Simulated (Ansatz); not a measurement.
C5H12S can be A, `CC(C)(C)CS`, or B, `CSC(C)(C)C`.

Calculated with Ansatz (gas phase, PBE0-D4/def2-TZVP geometries, no zero-point term in ΔE). CCSD(T)/CBS is the MP2 limit (def2-TZVPP, def2-QZVPP) plus CCSD(T) − MP2 in def2-TZVPP, frozen cores. Functionals use def2-TZVPP. B3LYP here is the variant with VWN-RPA as its local correlation; programs differ in this. Each species was taken in one conformer, which may not be the lowest.

Q: Which is lower in electronic energy at CCSD(T)/CBS, and by how much? (An estimate is asked.)

A: The calculation gave: A, by 4.8 kJ/mol.

Q: Give E(B) − E(A) in kJ/mol with CCSD(T)/def2-SVP, ωB97M-V, B3LYP-D4, CCSD(T)/def2-TZVPP, PBE0-D4, HF/def2-TZVPP, LDA (SPW92). (An estimate is asked.)

A: Ansatz gave: CCSD(T)/def2-SVP 17.5, ωB97M-V 5.6, B3LYP-D4 2.2, CCSD(T)/def2-TZVPP 8.1, PBE0-D4 3.6, HF/def2-TZVPP 6.8, LDA (SPW92) 6.9. None reverses the order clearly.

Largest T1 diagnostic: 0.009.

At CCSD(T), def2-SVP lies +12.6 kJ/mol from the extrapolated value and def2-TZVPP +3.3 kJ/mol. Leaving LDA and LC-ωPBE aside and taking each functional with its dispersion term where it has one, the values, not all of them listed here, spread over 5.7 kJ/mol, from BLYP-D4 to ωB97M-V. LDA lies +5.7 kJ/mol from PBE without D4.
